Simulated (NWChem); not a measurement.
Everything below was run with NWChem. System: fluoromethane (CH3F), charge 0, spin multiplicity 1, at a geometry optimised with PBE/def2-SVP. Level: PBE0/def2-TZVP.

Job file:

```
start mol
memory heap 200 mb stack 800 mb global 1000 mb
geometry units angstroms nocenter noautoz
  C      0.614026    -0.111602     0.000000
  F     -0.740435     0.134576     0.000000
  H      0.899919    -0.694065     0.904065
  H      0.899919    -0.694065    -0.904065
  H      1.179922     0.846560     0.000000
  symmetry group Cs
end
basis spherical
  * library def2-tzvp
end
dft
  xc pbe0
  semidirect memsize 60000000 filesize 0
  iterations 100
end
task dft energy
```

Part of the output:

```
             Northwest Computational Chemistry Package (NWChem) 7.3.0
             --------------------------------------------------------

                                NWChem Input Module
                                -------------------

 Scaling coordinates for geometry "geometry" by  1.889725989
 (inverse scale =  0.529177249)

 Turning off AUTOSYM since
 SYMMETRY directive was detected!

                             Geometry "geometry" -> ""
                             -------------------------

 Output coordinates in angstroms (scale by  1.889725989 to convert to a.u.)

  No.       Tag          Charge          X              Y              Z
 ---- ---------------- ---------- -------------- -------------- --------------
    1 C                    6.0000     0.61402600    -0.11160200     0.00000000
    2 F                    9.0000    -0.74043500     0.13457600     0.00000000
    3 H                    1.0000     0.89991900    -0.69406500     0.90406500
    4 H                    1.0000     0.89991900    -0.69406500    -0.90406500
    5 H                    1.0000     1.17992200     0.84656000     0.00000000

 Effective nuclear repulsion energy (a.u.)      37.1710758309

            Nuclear Dipole moment (a.u.)
            ----------------------------
        X                 Y               Z
 ---------------- ---------------- ----------------
     0.0000018897     0.0000037795     0.0000000000

      Symmetry information
      --------------------

 Group name             Cs
 Group number              2
 Group order               2
 No. of unique centers     4

      Symmetry unique atoms

     1    2    3    5


 Summary of "ao basis" -> "" (spherical)
 ------------------------------------------------------------------------------
       Tag                 Description            Shells   Functions and Types
 ---------------- ------------------------------  ------  ---------------------
 *                         def2-tzvp                  on all atoms

                                 NWChem DFT Module
                                 -----------------
[...]
 Vector    9  Occ=2.000000D+00  E=-3.597508D-01  Symmetry=a'
              MO Center=  9.5D-02,  1.3D-01,  1.7D-10, r^2= 1.6D+00
   Bfn.  Coefficient  Atom+Function         Bfn.  Coefficient  Atom+Function
  ----- ------------  ---------------      ----- ------------  ---------------
    38      0.375906  2 F  py                41      0.305346  2 F  py
    44      0.227435  2 F  py                 7     -0.216722  1 C  py
    76     -0.211271  5 H  s                 10     -0.171987  1 C  py
    77     -0.134500  5 H  s                 75     -0.131919  5 H  s
    64      0.105636  3 H  s                 70      0.105636  4 H  s

 Vector   10  Occ=0.000000D+00  E= 5.973151D-02  Symmetry=a'
              MO Center=  9.4D-01, -1.7D-01,  9.5D-16, r^2= 5.0D+00
   Bfn.  Coefficient  Atom+Function         Bfn.  Coefficient  Atom+Function
  ----- ------------  ---------------      ----- ------------  ---------------
     5      3.209263  1 C  s                 65     -1.660356  3 H  s
    71     -1.660356  4 H  s                 77     -1.660357  5 H  s
    12      0.854358  1 C  px                 3      0.225650  1 C  s
    13     -0.155271  1 C  py                 6      0.146862  1 C  px
    64      0.110403  3 H  s                 70      0.110403  4 H  s

 Vector   11  Occ=0.000000D+00  E= 8.077193D-02  Symmetry=a'
              MO Center=  7.5D-01, -1.4D-01, -8.0D-15, r^2= 3.6D+00
   Bfn.  Coefficient  Atom+Function         Bfn.  Coefficient  Atom+Function
  ----- ------------  ---------------      ----- ------------  ---------------
    36     -1.098792  2 F  s                 12     -1.042304  1 C  px
     5      1.027905  1 C  s                  4      0.430898  1 C  s
    43     -0.412799  2 F  px                 9     -0.311082  1 C  px
    65     -0.306951  3 H  s                 71     -0.306951  4 H  s
    77     -0.306918  5 H  s                 13      0.189425  1 C  py

 Vector   12  Occ=0.000000D+00  E= 1.219585D-01  Symmetry=a"
              MO Center=  1.0D+00, -9.1D-01,  8.6D-15, r^2= 4.1D+00
   Bfn.  Coefficient  Atom+Function         Bfn.  Coefficient  Atom+Function
  ----- ------------  ---------------      ----- ------------  ---------------
    65      2.218479  3 H  s                 71     -2.218479  4 H  s
    14     -1.410534  1 C  pz                 8     -0.275844  1 C  pz
    64     -0.185990  3 H  s                 70      0.185990  4 H  s
    45      0.170982  2 F  pz                11     -0.169517  1 C  pz
    21     -0.114364  1 C  d -1              39      0.064426  2 F  pz

 center of mass
 --------------
 x =  -0.20527512 y =   0.03730903 z =   0.00000000

 moments of inertia (a.u.)
 ------------------
          13.645017217267          10.337281316332           0.000000000000
          10.337281316332          68.641545098802           0.000000000000
           0.000000000000           0.000000000000          70.520203105772

     Multipole analysis of the density
     ---------------------------------

     L   x y z        total         alpha         beta         nuclear
     -   - - -        -----         -----         ----         -------
     0   0 0 0     -0.000000     -9.000000     -9.000000     18.000000

     1   1 0 0      0.688691      0.344345      0.344345      0.000002
     1   0 1 0     -0.125168     -0.062586     -0.062586      0.000004
     1   0 0 1      0.000000      0.000000      0.000000      0.000000

     2   2 0 0     -9.227029    -22.840740    -22.840740     36.454452
     2   1 1 0      0.067551      2.816156      2.816156     -5.564761
     2   1 0 1      0.000000      0.000000      0.000000      0.000000
     2   0 2 0     -8.867661     -7.858200     -7.858200      6.848739
     2   0 1 1      0.000000      0.000000      0.000000      0.000000
     2   0 0 2     -8.855340     -7.346420     -7.346420      5.837501

 Task  times  cpu:        2.0s     wall:        2.0s

 Total times  cpu:        2.1s     wall:        2.1s
```
